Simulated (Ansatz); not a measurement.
How methods differ on BH2 (boron dihydride)

The species is BH2 (3 atoms), meant as a doublet with charge 0. SMILES: `[BH2]`. Geometry: relaxed at GFN2-xTB.

```tsv
atom	x (Å)	y (Å)	z (Å)
B	0.2628	-0.1662	0.1286
H	0.2800	0.9853	0.2610
H	-0.5429	-0.8191	-0.3896
```

Each level gives the electronic atomisation energy (eV). The values are calculated. Electronic energies at fixed atoms, without zero-point motion or spin-orbit coupling.

```
            level                    kind  program  value (eV)
  USVWN5/6-311G**                     LDA   Ansatz        8.05
   UBLYP/6-311G**                     GGA   Ansatz        7.40
  UB3LYP/6-311G**           global hybrid   Ansatz        7.52
  UHSE06/6-311G**  range-separated hybrid   Ansatz        7.42
 UB2PLYP/6-311G**           double hybrid   Ansatz        7.36
 RPA@PBE/6-311G**                     RPA   Ansatz        6.76
    UMP2/6-311G**     perturbation theory   Ansatz        7.03
UBCCD(T)/6-311G**   coupled cluster or CI   Ansatz        6.97
        FCI/3-21G      exact in the basis   Ansatz        6.29
```

The values span 6.29 to 8.05 eV. High-level rows in very small sets aren't better than simpler rows in larger ones.
